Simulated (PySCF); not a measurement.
# [BCl2]+ (SMILES Cl[B+]Cl) at 4 levels

We compute a comparison of 4 runs (MP2/STO-6G, CCSDT/STO-6G, CISD/STO-6G, FCI/STO-6G) of [BCl2]+. Input form: a Python script.

The calculation is run with PySCF 2.14.0.

8 further runs of the same task are left out: 8 set aside as unsound or not needed.

### 1 Starting point

[BCl2]+: 3 atoms, total charge +1, spin state singlet. As SMILES, `Cl[B+]Cl`. The Cl1–B2 distance was set to 2.830 Å, away from the relaxed value. At this shape a bond of the SMILES string is far longer than usual.

Bond lengths: B2–Cl3 1.572 Å. A long bond or contact: Cl1–B2 2.830 Å.

### 2 The energy at MP2/STO-6G (run 1)

calc.py

```python
from pyscf import gto, mp

mol = gto.M(
    atom='''
Cl    -4.213537     2.605169    -2.012171
B      0.001398     0.002570     0.001039
Cl     2.338801    -1.451007     1.116337
''',
    max_memory=1860,
    basis='sto-6g',
    charge=1,
    verbose=4,
    spin=0,
    unit='bohr',
)

mf = mol.RHF()
mf.conv_tol = 1e-10
mf.kernel()
if not mf.converged:
    mf = mf.newton().run(mf.mo_coeff, mf.mo_occ)

pt = mp.MP2(mf, frozen=11).run()
etot = pt.e_tot
print('Final energy', etot)
```

Started as:

```bash
$ OMP_NUM_THREADS=1 python calc.py
```

What it wrote:

```text
PySCF version 2.14.0

[INPUT] num. atoms = 3
[INPUT] num. electrons = 38
[INPUT] charge = 1
[INPUT] spin (= nelec alpha-beta = 2S) = 0
[INPUT] symmetry False subgroup None
[INPUT] Mole.unit = bohr
[INPUT] Symbol           X                Y                Z      unit          X                Y                Z       unit  Magmom
[INPUT]  1 Cl    -2.229707757768   1.378596065395  -1.064795037674 AA   -4.213537000000   2.605169000000  -2.012171000000 Bohr   0.0
[INPUT]  2 B      0.000739789741   0.001359985432   0.000549815122 AA    0.001398000000   0.002570000000   0.001039000000 Bohr   0.0
[INPUT]  3 Cl     1.237640190077  -0.767839837285   0.590740100107 AA    2.338801000000  -1.451007000000   1.116337000000 Bohr   0.0

nuclear repulsion = 79.2647938292335
number of shells = 13
number of NR pGTOs = 138
number of NR cGTOs = 23
basis = sto-6g
ecp = {}

******** <class 'pyscf.scf.hf.RHF'> ********
method = RHF
initial guess = minao
damping factor = 0
level_shift factor = 0
DIIS = <class 'pyscf.scf.diis.CDIIS'>
diis_start_cycle = 1
diis_space = 8
diis_damp = 0
SCF conv_tol = 1e-10
SCF conv_tol_grad = None
SCF max_cycles = 50
direct_scf = True
direct_scf_tol = 1e-13
Set gradient conv threshold to 1e-05
Initial guess from minao.
init E= -940.017006247213
  HOMO = -0.475764057114368  LUMO = -0.17356769365792  gap/eV = 8.22318
cycle= 1 E= -939.717715091525  delta_E= 0.299  |g|= 0.551  |ddm|= 2.29
  HOMO = -0.44616378808583  LUMO = -0.369018600420553  gap/eV = 2.09923
cycle= 2 E= -933.563261226906  delta_E= 6.15  |g|= 2.36  |ddm|= 5.27
  HOMO = -0.566144857946145  LUMO = -0.381877235833508  gap/eV = 5.01418
cycle= 3 E= -940.012551761026  delta_E= -6.45  |g|= 0.264  |ddm|= 4.96
  HOMO = -0.568678793377763  LUMO = -0.311621132165325  gap/eV = 6.99490
cycle= 4 E= -940.075323135267  delta_E= -0.0628  |g|= 0.161  |ddm|= 0.532
  HOMO = -0.657938982805305  LUMO = -0.28260455590767  gap/eV = 10.21337
cycle= 5 E= -940.102668164168  delta_E= -0.0273  |g|= 0.0383  |ddm|= 0.479
  HOMO = -0.633937311687277  LUMO = -0.299822739141028  gap/eV = 9.09172
cycle= 6 E= -940.104312351848  delta_E= -0.00164  |g|= 0.00841  |ddm|= 0.149
  HOMO = -0.637194000095252  LUMO = -0.297920386146431  gap/eV = 9.23211
cycle= 7 E= -940.104350787146  delta_E= -3.84e-05  |g|= 0.00312  |ddm|= 0.024
  HOMO = -0.637253956439714  LUMO = -0.298449634942533  gap/eV = 9.21934
cycle= 8 E= -940.104357658372  delta_E= -6.87e-06  |g|= 0.00103  |ddm|= 0.00606
  HOMO = -0.637247369825745  LUMO = -0.298514145184965  gap/eV = 9.21740
cycle= 9 E= -940.104358546724  delta_E= -8.88e-07  |g|= 0.000362  |ddm|= 0.00236
  HOMO = -0.637264703101651  LUMO = -0.298509167671138  gap/eV = 9.21801
cycle= 10 E= -940.104358652998  delta_E= -1.06e-07  |g|= 6.53e-05  |ddm|= 0.000946
  HOMO = -0.637260519692579  LUMO = -0.298515746288595  gap/eV = 9.21771
cycle= 11 E= -940.104358656598  delta_E= -3.6e-09  |g|= 3.78e-06  |ddm|= 0.000205
  HOMO = -0.637262359529791  LUMO = -0.298513372008244  gap/eV = 9.21783
cycle= 12 E= -940.104358656631  delta_E= -3.3e-11  |g|= 2.2e-06  |ddm|= 2.1e-05
  HOMO = -0.637261759210251  LUMO = -0.298513934127865  gap/eV = 9.21780
Extra cycle  E= -940.104358656641  delta_E= -1e-11  |g|= 1.87e-06  |ddm|= 9.58e-06
converged SCF energy = -940.104358656641

******** <class 'pyscf.mp.mp2.RMP2'> ********
nocc = 8, nmo = 12
frozen orbitals 11
E(RMP2) = -940.204807368824  E_corr = -0.100448712183693
E(SCS-RMP2) = -940.212653018617  E_corr = -0.108294361976224
E_corr(same-spin) = -0.014127799204855
E_corr(oppo-spin) = -0.086320912978838
Final energy -940.2048073688244
```

It took 1 s on 1 thread of Arm Neoverse V1, shared host; peak memory 0.12 GiB.

### 3 A single-point energy at CCSDT/STO-6G (run 2)

start.xyz

```xyz
3

Cl    -2.229708     1.378596    -1.064795
B      0.000740     0.001360     0.000550
Cl     1.237640    -0.767840     0.590740
```

job.py

```python
from pyscf import gto, cc

system = gto.Mole()
system.atom = 'start.xyz'
system.max_memory = 1860
system.charge = 1
system.basis = 'sto-6g'
system.verbose = 3
system.build()

calc0 = system.RHF()
calc0.conv_tol = 1e-10
calc0.kernel()
if not calc0.converged:
    calc0 = calc0.newton().run(calc0.mo_coeff, calc0.mo_occ)

mycc = cc.CCSDT(calc0, frozen=11)
mycc.kernel()
energy = mycc.e_tot
print(f'total energy: {energy:.8f} hartree')
```

Started as:

```bash
$ OMP_NUM_THREADS=1 python job.py
```

What it wrote:

```text
converged SCF energy = -940.104358527886
_make_eris_incore_RCCSDT

WARN: A large `blksize` is being used, which may cause large memory consumption
      for storing contraction intermediates. If memory is sufficient, consider using
      `pyscf.cc.rccsdt_highm.RCCSDT` instead.

RCCSDT converged
E(RCCSDT) = -940.2564726412692   E_corr = -0.1521141133829585
E_corr(same-spin) = -0.0131560691623821
E_corr(oppo-spin) = -0.138958044220576
total energy: -940.25647264 hartree
```

Wall time 1.6 s (1 thread of Arm Neoverse V1, shared host); peak memory 0.12 GiB.

Run 3 isn't shown in full; the table further down has it.

### 4 The energy at FCI/STO-6G (run 4)

run.py

```python
from pyscf import gto, scf, mcscf
from pyscf import fci

mol = gto.M(
    atom=[
    ('Cl', (-2.229708, 1.378596, -1.064795)),
    ('B', (0.000740, 0.001360, 0.000550)),
    ('Cl', (1.237640, -0.767840, 0.590740)),
],
    spin=0,
    charge=1,
    basis='sto-6g',
    max_memory=1860,
    verbose=3,
)

mf = scf.RHF(mol)
mf.conv_tol = 1e-10
mf.kernel()
if not mf.converged:
    mf = mf.newton().run(mf.mo_coeff, mf.mo_occ)

cas = mcscf.CASCI(mf, mf.mo_coeff.shape[-1] - 11, (mol.nelec[0] - 11, mol.nelec[1] - 11))  # full CI above the frozen core
cas.fcisolver = fci.direct_spin0.FCI(mol)  # even spin states alone
cas.kernel()
print('<S^2> = %.4f' % cas.fcisolver.spin_square(cas.ci, cas.ncas, cas.nelecas)[0])
energy = cas.e_tot
print('E = %.10f Eh' % energy)
```

Started as:

```bash
$ OMP_NUM_THREADS=1 python run.py
```

What it wrote:

```text
converged SCF energy = -940.104358527886
CASCI E = -940.256581310888  E(CI) = -48.2985717413919  S^2 = 0.0000000
<S^2> = 0.0000
E = -940.2565813109 Eh
```

Run time: 5.4 s. Hardware: 1 thread of Arm Neoverse V1, shared host; peak memory 0.17 GiB.

### 5 The series

| run | level | energy (Eh) | HOMO energy (eV) | LUMO energy (eV) | HOMO–LUMO gap (eV) | wall time |
| --- | --- | --- | --- | --- | --- | --- |
| 1 | MP2/STO-6G | -940.204807 | -17.34 | -8.12 | 9.22 | 1 s |
| 2 | CCSDT/STO-6G | -940.256473 | -17.34 | -8.12 | 9.22 | 1.6 s |
| 3 | CISD/STO-6G | -940.237470 | -17.34 | -8.12 | 9.22 | 0.9 s |
| 4 | FCI/STO-6G | -940.256581 | -17.34 | -8.12 | 9.22 | 5.4 s |

### 6 What came out

| quantity | value |
| --- | --- |
| run 4: total energy | -940.25658 Eh |
| run 4: HOMO energy (Hartree–Fock orbitals) | -17.34 eV |
| run 4: LUMO energy (Hartree–Fock orbitals) | -8.12 eV |
| run 4: HOMO–LUMO gap (Hartree–Fock orbitals) | 9.22 eV |
| run 4: correlation energy (11 core orbitals frozen) | -152.2 mEh |

What this shows: Against full CI in this basis: MP2 +51.8 mEh; CCSDT +0.1 mEh; CISD +19.1 mEh. In runs 1, 2, 3, 4 the basis is minimal, so the values are rough. All runs together took 8.9 s, the longest 5.4 s.
